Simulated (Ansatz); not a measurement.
Basis-set extrapolation for C₂H₃ClO, SMILES `O/C=C\Cl` (PBE0-D4/def2-TZVP geometry, frozen core, Ansatz). Multiplicity 1, RHF reference.

|  | def2-TZVPP | def2-QZVPP |
| --- | --- | --- |
| HF | -611.891876 | -611.911809 |
| MP2 correlation | -0.749673 | -0.809809 |
| CCSD(T) correlation | -0.812999 | not run |

Energies in hartree. Use E(X) = E(∞) + A·exp(−7.88·√X) for Hartree–Fock and E(X) = E(∞) + B·X^(−2.97) for correlation, with X = 3 and 4, and add CCSD(T) minus MP2 of the smaller set to the MP2 limit.

Question: What is the CCSD(T) energy at the basis-set limit?

Answer: HF limit: -611.911809 + (-0.019933) × 0.13774 = -611.91455. MP2 limit: -0.809809 + (-0.060136) × 0.74074 = -0.85435. Higher-order term: -0.812999 − (-0.749673) = -0.06333. Total: -612.83223 hartree, 334.4 kJ/mol below CCSD(T)/def2-TZVPP.
